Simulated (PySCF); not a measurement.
## GaH, triplet: the ladder up to full CI

Geometry: that of the GaH⁻, doublet, kept fixed. The singlet lies 2.1 eV lower here.

```json
{"atom": "Ga", "x (Å)": "0.0000", "y (Å)": "0.0000", "z (Å)": "0.0000"}
{"atom": "H", "x (Å)": "0.0000", "y (Å)": "0.0000", "z (Å)": "1.7244"}
```

Basis aug-cc-pVDZ; PySCF 2.14.0. Correlated methods freeze the noble-gas cores and the filled d shells of p-block atoms, which leaves 4 electrons in 31 orbitals. Prefix R: restricted or restricted open-shell reference; prefix U: unrestricted. No spin–orbit coupling is included, and no scalar relativity.

Full CI is exact within this basis and frozen core; it isn't the basis-set limit. The frozen core follows each run's orbitals, which can shift R against U totals by a few meV for light atoms and by up to 0.1 eV past Ca.

```
UHF ⟨S²⟩                          : 2.026
T1 diagnostic (ROHF- or RHF-based CCSD)             : 0.0479
largest doubles amplitude (ROHF- or RHF-based CCSD) : 0.056
```

```csv
level,E − E(RHF) (eV)
RMP2,-1.0716
RCCSD,-1.5244
RCCSD(T),-1.5606
```

(1) Estimate how far full CI in aug-cc-pVDZ lies from RCCSD(T). The table doesn't fix it; the size of (T) and the diagnostics are the guide.

(1) Full CI in aug-cc-pVDZ lies 0.36 kcal/mol below RCCSD(T), which is 43 % of the (T) step (-0.83 kcal/mol). T1 is raised, and the rest is a large part of (T).

The other levels:

| level | E − E(full CI) (kcal/mol) | share of correlation (%) | wall time |
| --- | --- | --- | --- |
| RCCSDT | 0.01 | 99.96 | 4.5 s |

The correlation energy at full CI, counted from RHF, is -1.576 eV. Full CI, over all symmetries tried, took 8.8 s on 1 thread of INTEL XEON PLATINUM 8581C, shared host; the state has 34,867 determinants.

Run but not shown, since their state, orbitals or frozen core can't be matched to the reference's or they repeat it: UHF, UMP2, UCCSD, UCCSD(T).

Times are those of the correlated step on a shared host, with one SCF added for the restricted CCSD run; they ran on 1 thread of INTEL XEON PLATINUM 8581C.

The full-CI state has the irrep B2 of C2v, in the program's axes (one component, if the state is degenerate).

Natural occupations of full CI about the gap: 1.925 0.993 0.985 0.033 0.021 0.011 0.006 0.005 0.005 0.005; effectively unpaired electrons, Σ n²(2−n)², 2.03.
